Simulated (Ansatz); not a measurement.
# BH4P: the cost of one run

All numbers are computed with the Python package of Ansatz 0.2.0. Level of theory: B3LYP+D3(BJ)/cc-pVDZ.

## 1. Starting point

Bond lengths: B1–P2 1.929 Å, B1–H3 1.181 Å, B1–H4 1.181 Å, P2–H5 1.453 Å, P2–H6 1.453 Å. Angles: B1–P2–H5 93.9°, B1–P2–H6 93.7°, H5–P2–H6 94.9°, P2–B1–H3 119.9°, P2–B1–H4 120.1°, H3–B1–H4 120.0°.

No structure file is read: the coordinates are typed or built in the script.

## 2. The script

Contents of bh4p.py:

```python
"""Proton affinity of BH4P at one site."""

import warnings

import ansatz
import numpy as np

warnings.simplefilter("ignore", ansatz.DeckWarning)

molecule = (
    ansatz.Crystal.molecule()
    .atom("B", (-0.8611, -0.003, -0.0633))
    .atom("P", (0.9719, 0.1312, -0.6482))
    .atom("H", (-1.5925, 0.9141, -0.2008))
    .atom("H", (-1.2521, -0.9994, 0.4362))
    .atom("H", (1.3863, -1.0746, 0.0482))
    .atom("H", (1.3475, 1.0318, 0.4279))
)

calc = molecule.calculation().basis(gaussian="cc-pVDZ").functional("B3LYP", dispersion="d3bj")
symbols = [site.symbol for site in molecule.cartesian_sites]
start = np.array([site.position_ang for site in molecule.cartesian_sites], dtype=float)
summary = calc.relax(force_tolerance=0.01, max_steps=100).run().report
end = np.array(summary["positions_ang"])

# start the new hydrogen opposite the existing bonds
away = sum((end[1] - end[j]) / np.linalg.norm(end[1] - end[j]) for j in [0, 4, 5]) + np.array([0.15, 0.1, -0.2])
proton = end[1] + 1.4 * away / np.linalg.norm(away)
acid = ansatz.Crystal.molecule()
for symbol, place in zip(symbols, end):
    acid = acid.atom(symbol, place.tolist())
acid = acid.atom("H", proton.tolist())
protonated = (
    acid.calculation()
    .basis(gaussian="cc-pVDZ")
    .functional("B3LYP", dispersion="d3bj")
    .charge(1)  # electrons removed from the neutral system
    .relax(force_tolerance=0.01, max_steps=80)  # relax until the tolerances are met
)
after = protonated.run().report
xyz = np.array(after["positions_ang"])
reach = np.linalg.norm(xyz[:-1] - xyz[-1], axis=1)
print(f"base {summary['free_energy_ev']:.5f} eV, protonated {after['free_energy_ev']:.5f} eV")
print(f"the proton ends {reach.min():.3f} A from {symbols[reach.argmin()]}{reach.argmin()}")
print(f"electronic proton affinity {23.060548 * (summary['free_energy_ev'] - after['free_energy_ev']):.1f} kcal/mol")
```

## 3. The input behind the calls

The package turns the script's settings into the engine's input (first run):

```yaml
crystal:
  periodic: [false, false, false]
  atoms:
    - { symbol: B, position_ang: [-0.8611, -0.003, -0.0633] }
    - { symbol: P, position_ang: [0.9719, 0.1312, -0.6482] }
    - { symbol: H, position_ang: [-1.5925, 0.9141, -0.2008] }
    - { symbol: H, position_ang: [-1.2521, -0.9994, 0.4362] }
    - { symbol: H, position_ang: [1.3863, -1.0746, 0.0482] }
    - { symbol: H, position_ang: [1.3475, 1.0318, 0.4279] }
basis:
  gaussian:
    orbitals: cc-pVDZ
hamiltonian:
  xc: b3lyp
  dispersion: d3bj
relax:
  f_tol: 0.01
  max_steps: 100
```

## 4. Launch

Command:

```console
> python bh4p.py
```

**Question.** How long does this script take on 1 thread of Arm Neoverse V2, shared host, and how much memory does it need?

About 17 s, with a peak of 0.18 GiB.
